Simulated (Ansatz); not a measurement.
This geometry of CH4AlCl + H2 (9 atoms, charge 0, multiplicity 1) is a first-order saddle point.

All numbers below come from RKS PBE-D4/def2-SVP in Ansatz.

```xyz
9
Properties=species:S:1:pos:R:3
Al -0.075 -0.319 0.094
C -0.009 -0.081 2.205
H -1.009 -0.012 2.677
H 0.690 -0.594 2.898
H 0.397 0.952 2.101
Cl 1.819 0.110 -0.765
H -1.453 0.162 -0.509
H -0.146 -2.011 0.545
H -0.061 -1.350 1.405
```

Task: Which two structures does it join? (They come from a converged band through this point; their orientation in space is the band's.)

Result: Bonds broken: Al1–C2, H8–H9. Bonds formed: Al1–H8, C2–H9. CH4AlCl + H2 becomes AlClH2 + CH4.

First end point:

```xyz
9
Properties=species:S:1:pos:R:3
Al -0.009 -0.002 0.349
C 0.063 0.279 2.285
H -0.870 -0.034 2.799
H 0.921 -0.239 2.759
H 0.193 1.365 2.486
Cl 1.830 -0.092 -0.730
H -1.327 0.082 -0.544
H -0.381 -2.302 0.244
H -0.268 -2.201 1.003
```

Last end point:

```xyz
9
Properties=species:S:1:pos:R:3
Al -0.071 -0.621 -0.281
C -0.027 -0.186 2.442
H -0.915 0.419 2.693
H 0.567 -0.413 3.347
H 0.634 0.389 1.757
Cl 1.693 0.462 -0.814
H -1.448 0.174 -0.326
H 0.068 -2.205 -0.188
H -0.349 -1.163 2.020
```

Task: How far does it lie above each of them?

Result: 96.4 kJ/mol above the first and 122.6 kJ/mol above the second. This is the barrier of this one path; another mechanism may lie lower. The orbitals stay closed-shell, which can raise the energy where a bond breaks towards radicals; this wasn't checked here.

The run took 3.3 min on 1 thread of Arm Neoverse V1, on a shared host, peak memory 0.14 GiB.
